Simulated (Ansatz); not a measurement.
C3H6ClF, SMILES `CC(F)CCl`, relaxed with RKS PBE0-D4/def2-TZVP in Ansatz from a PBE-D4/def2-SVP geometry. The force threshold is 0.005 eV/Å; the program also tests the step.

Charge 0, multiplicity 1.

Start:

```xyz
11

C     0.811    0.762    0.696
C     0.139   -0.529    0.270
F    -0.515   -1.100    1.370
C    -0.932   -0.365   -0.808
Cl   -0.218    0.179   -2.367
H     1.550    0.565    1.495
H     0.058    1.480    1.080
H     1.332    1.223   -0.165
H     0.898   -1.263   -0.089
H    -1.436   -1.334   -0.986
H    -1.687    0.383   -0.496
```

Task: By how much does the energy fall, and how many steps does the optimiser take? (Best estimate.)

Result: Computed: 4.41 kJ/mol, in 4 steps.

Task: Which bonds change most? (Estimate.)

Result: The calculation gave: C4–Cl5 from 1.798 to 1.777 Å; C2–H9 from 1.114 to 1.095 Å; C4–H11 from 1.108 to 1.090 Å; C4–H10 from 1.107 to 1.089 Å.

Task: Give the relaxed structure. (Best estimate.)

Result: The calculation gave: 
```xyz
11

C     0.799    0.758    0.692
C     0.145   -0.526    0.258
F    -0.492   -1.102    1.354
C    -0.927   -0.359   -0.800
Cl   -0.217    0.145   -2.348
H     1.527    0.560    1.479
H     0.050    1.454    1.074
H     1.313    1.223   -0.150
H     0.891   -1.247   -0.093
H    -1.438   -1.306   -0.965
H    -1.652    0.399   -0.502
```
